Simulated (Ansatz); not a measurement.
# H8Si2: the cost of one run

All numbers below are computed with Ansatz 0.2.0 (RKS PBE-D4/6-31G*).

## 1. The structure to begin with

Bond lengths: Si1–Si2 2.570 Å, Si2–H3 1.460 Å, Si2–H4 1.460 Å, Si2–H5 1.460 Å, Si1–H6 1.460 Å, Si1–H7 1.459 Å, Si1–H8 1.459 Å. Angles: Si1–Si2–H3 109.5°, Si1–Si2–H4 109.5°, Si1–Si2–H5 109.5°, H3–Si2–H4 109.4°, H3–Si2–H5 109.4°, H4–Si2–H5 109.4°, Si2–Si1–H6 109.5°, Si2–Si1–H7 109.5°, Si2–Si1–H8 109.5°, H6–Si1–H7 109.5°, H6–Si1–H8 109.5°, H7–Si1–H8 109.5°.

Coordinates:

```xyz
10

Si    0.0000    0.0000    0.0000
Si    0.0000    0.0000    2.5700
H    -1.3148   -0.4067    3.0574
H     1.0096   -0.9353    3.0574
H     0.3052    1.3420    3.0574
H     1.3768    0.0000   -0.4862
H    -0.6877    1.1914   -0.4862
H    -0.6877   -1.1914   -0.4862
H    -1.6702    0.0000    0.5550
H    -1.4640    0.0000    1.5048
```

## 2. Pulling towards end A

Springs on the bonds that form and break draw the guess towards this end; the thresholds are loose.

The input, input.yaml:

```yaml
crystal:
  periodic: [false, false, false]
  atoms:
    - { symbol: Si, position_ang: [0.0, 0.0, 0.0] }
    - { symbol: Si, position_ang: [0.0, 0.0, 2.57] }
    - { symbol: H, position_ang: [-1.3148, -0.4067, 3.0574] }
    - { symbol: H, position_ang: [1.0096, -0.9353, 3.0574] }
    - { symbol: H, position_ang: [0.3052, 1.342, 3.0574] }
    - { symbol: H, position_ang: [1.3768, 0.0, -0.4862] }
    - { symbol: H, position_ang: [-0.6877, 1.1914, -0.4862] }
    - { symbol: H, position_ang: [-0.6877, -1.1914, -0.4862] }
    - { symbol: H, position_ang: [-1.6702, 0.0, 0.555] }
    - { symbol: H, position_ang: [-1.464, 0.0, 1.5048] }
basis:
  gaussian: { orbitals: "6-31G*" }
hamiltonian:
  xc: pbe
  dispersion: d4
relax:
  f_tol: 0.15
  max_steps: 25
  restrain:
    - { distance: [0, 8], at: 2.66, k: 30.0 }
    - { distance: [9, 1], at: 2.66, k: 30.0 }
    - { distance: [0, 1], at: 2.22, k: 30.0 }
    - { distance: [9, 8], at: 0.66, k: 30.0 }
```

Run with:

```
ansatz run input.yaml --threads 1 --pin off --max-ram 2048MiB --backend cpu --events-out ev --progress --plain --runs-dir out
```

What time and memory should one allow on 1 thread of AMD EPYC 9R45 (Zen 5), shared host?

About 7.1 s, with a peak of 0.12 GiB.
